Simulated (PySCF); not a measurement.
Compound: 3-pentanone, C5H10O.
Numbering: `[CH3:1][CH2:2][C:3](=[O:4])[CH2:5][CH3:6]` (hydrogens: H7, H8, H9 on C1; H10, H11 on C2; H12, H13 on C5; H14, H15, H16 on C6)

Structure optimised with GFN2-xTB, isolated species.

(1) What internal coordinates does the optimisation give?

## Answers

(1) 
```json
{"bond": "C1–C2, C5–C6", "length (bohr)": "2.878"}
{"bond": "C2–C3, C3–C5", "length (bohr)": "2.867"}
{"bond": "C3=O4", "length (bohr)": "2.274"}
{"bond": "C1–H7 and 5 like bonds", "length (bohr)": "2.054"}
{"bond": "C2–H10 and 3 like bonds", "length (bohr)": "2.065"}
```

Bonds in one row agree within 0.02 bohr and their mean is given. A selection of angles:
```json
{"angle": "C2–C1–H7", "degrees": "110.2"}
{"angle": "C2–C1–H8", "degrees": "110.7"}
{"angle": "H7–C1–H8", "degrees": "108.8"}
{"angle": "H7–C1–H9", "degrees": "108.0"}
{"angle": "C1–C2–C3", "degrees": "112.3"}
{"angle": "C1–C2–H10", "degrees": "110.0"}
{"angle": "C1–C2–H11", "degrees": "110.9"}
{"angle": "C3–C2–H10", "degrees": "107.2"}
{"angle": "C3–C2–H11", "degrees": "109.0"}
{"angle": "H10–C2–H11", "degrees": "107.2"}
{"angle": "C2–C3–O4", "degrees": "123.0"}
{"angle": "C2–C3–C5", "degrees": "114.0"}
```

Dihedral angles: C1–C2–C3–O4 12° (synperiplanar); C2–C3–C5–C6 -167° (antiperiplanar). The mirror-image conformer, all signs reversed, is as good.

Of the pairs four or more bonds apart, O4···H16 is among the closest relative to their van der Waals radii: 2.63 Å, 97 % of the sum of Bondi's values.

Point group: C2 (tolerance 0.08 Å). No frequency check. The numbers are those of one conformer.

All values are computed, not measured.
